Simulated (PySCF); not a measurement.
PySCF input:

```python
from pyscf import gto, scf, dft

mol = gto.M(
    atom='''
    S    -0.00339682   -0.00829351    1.17788329
    C     0.00170050    1.27084117   -0.10510870
    C    -0.00115788   -1.20666460   -0.05900771
    C     0.00485736    0.80468746   -1.38105410
    C     0.00306320   -0.63891180   -1.30946501
    H     0.00173214    2.28649150    0.27241401
    H    -0.00306457   -2.25722682    0.20206005
    H     0.00490248   -1.27628193   -2.19279362
    ''',
    basis='def2-tzvpd',
    charge=-1,
    spin=0,
    verbose=4,
)

mf = scf.RHF(mol).density_fit(auxbasis='def2-universal-jkfit')
mf.conv_tol = 1e-9
mf.max_cycle = 100
mf.max_memory = 1500
mf.kernel()
if not mf.converged:
    mf = mf.newton()
    mf.kernel(mf.make_rdm1())
mf.analyze()
```

Task: What final total energy does it print?

Result: -550.72751 Eh (HF/def2-TZVPD).

It need not be the lowest isomer of its formula. Whether it binds its extra electron was not tested at this geometry.
